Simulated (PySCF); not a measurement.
C₂H₆O.

```xyz
9

C      1.1719     0.0000    -0.1949
O      0.0000     0.0000     0.5882
C     -1.1719     0.0000    -0.1949
H      1.2270    -0.8906    -0.8353
H      1.2270     0.8906    -0.8353
H      2.0207     0.0000     0.4872
H     -1.2270    -0.8906    -0.8353
H     -2.0207     0.0000     0.4872
H     -1.2270     0.8906    -0.8353
```
Charge 0, spin multiplicity 1.

Geometry optimised at B3LYP-D3(BJ)/def2-TZVP.

Method: PBE0/pcSseg-1 in PySCF. Non-relativistic, no solvent.

### Question
Give the absolute GIAO shielding of each atom: isotropic value and principal components (ppm). (An estimate is asked for; the answer gives what the named calculation found.)

### Answer

```json
[
 {"atom": "C1", "σ(iso)": "123.9", "σ11": "93.6", "σ22": "94.9", "σ33": "183.2", "span": "89.6"},
 {"atom": "O2", "σ(iso)": "332.1", "σ11": "310.5", "σ22": "323.3", "σ33": "362.4", "span": "51.9"},
 {"atom": "C3", "σ(iso)": "123.9", "σ11": "93.6", "σ22": "94.9", "σ33": "183.2", "span": "89.6"},
 {"atom": "H4", "σ(iso)": "28.5", "σ11": "25.2", "σ22": "26.5", "σ33": "33.9", "span": "8.8"},
 {"atom": "H5", "σ(iso)": "28.5", "σ11": "25.2", "σ22": "26.5", "σ33": "33.9", "span": "8.8"},
 {"atom": "H6", "σ(iso)": "27.9", "σ11": "24.3", "σ22": "25.6", "σ33": "33.7", "span": "9.4"},
 {"atom": "H7", "σ(iso)": "28.5", "σ11": "25.2", "σ22": "26.5", "σ33": "33.9", "span": "8.8"},
 {"atom": "H8", "σ(iso)": "27.9", "σ11": "24.3", "σ22": "25.6", "σ33": "33.7", "span": "9.4"},
 {"atom": "H9", "σ(iso)": "28.5", "σ11": "25.2", "σ22": "26.5", "σ33": "33.9", "span": "8.8"}
]
```
